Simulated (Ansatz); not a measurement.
A CCSD(T) single point on C₂H₃FN₂, SMILES `NC1(F)C=N1`.

```yaml
crystal:
  periodic: [false, false, false]
  atoms:
    - {symbol: N, position_ang: [-0.416112, -0.145913, 1.171998]}
    - {symbol: C, position_ang: [0.366450, -0.147297, 0.004456]}
    - {symbol: F, position_ang: [1.565664, -0.724437, 0.276035]}
    - {symbol: C, position_ang: [-0.104952, -0.117283, -1.329134]}
    - {symbol: N, position_ang: [0.427908, 0.969179, -0.952076]}
    - {symbol: H, position_ang: [-1.267930, 0.380928, 1.041786]}
    - {symbol: H, position_ang: [0.104307, 0.241360, 1.950083]}
    - {symbol: H, position_ang: [-0.583136, -0.513437, -2.219048]}
basis:
  gaussian: {orbitals: def2-TZVPP}
correlation: {method: ccsd_t}
output: {orbitals: {seedname: orbitals}}
```

```sh
$ ansatz run in.yaml --threads 2 --pin off --events-out ev --progress --plain --max-ram 4352MiB
```

Log, shortened:

```
Functional definition: HF
1223 factors; integrals over basis functions are off by at most 8.2e-4 eV
mean field evaluation 1: about -7774.9374 eV, gradient 3.9e1 eV
mean field evaluation 2: about -7775.2206 eV, gradient 3.9e1 eV
mean field evaluation 4: about -7778.4838 eV, gradient 4.4e0 eV
mean field evaluation 8: about -7778.5475 eV, gradient 3.6e-1 eV
mean field evaluation 16: about -7778.5483 eV, gradient 1.6e-6 eV
mean field -7778.54833422 eV, -285.8563787932 hartree, gradient 1.6e-6 eV, S^2 0.000000; 0 other end points of the search recorded, 0 dependent functions left out
5 core orbitals not correlated: weight in the atoms' cores, before any rotation towards them, 1.000 or more for the frozen orbitals, at most 0.000 for the correlated occupied ones
reference -7778.54833422 eV, -285.8563787932 hartree; 14, 14 occupied and 178, 178 virtual orbitals, 1223 factors
second order -26.26664996 eV of doubles, -0.00000000 eV of singles
cycle   1  -25.85711359 eV  change    4.1e-1 eV  update   1.1e-1
cycle   2  -26.48263900 eV  change   -6.3e-1 eV  update   3.2e-2
cycle   3  -26.61937764 eV  change   -1.4e-1 eV  update   1.5e-2
cycle   4  -26.60785973 eV  change    1.2e-2 eV  update   3.7e-3
cycle   5  -26.60745554 eV  change    4.0e-4 eV  update   1.7e-3
cycle   6  -26.60910645 eV  change   -1.7e-3 eV  update   5.2e-4
cycle   7  -26.60895524 eV  change    1.5e-4 eV  update   2.4e-4
cycle   8  -26.60880151 eV  change    1.5e-4 eV  update   8.7e-5
cycle   9  -26.60881786 eV  change   -1.6e-5 eV  update   3.8e-5
cycle  10  -26.60881766 eV  change    2.0e-7 eV  update   1.3e-5
perturbative correction -1.15052262 eV, -0.0422809263 hartree
Total energy: -7806.30767450 eV, -286.8765157325 hartree
```

It took 26 s on 2 threads of an AMD EPYC 9R45 on a shared host, with 2.6 GiB of host memory at the peak.

The correlation energy is -27.759 eV, 4.1 % of it from (T); the T1 diagnostic reads 0.0116.
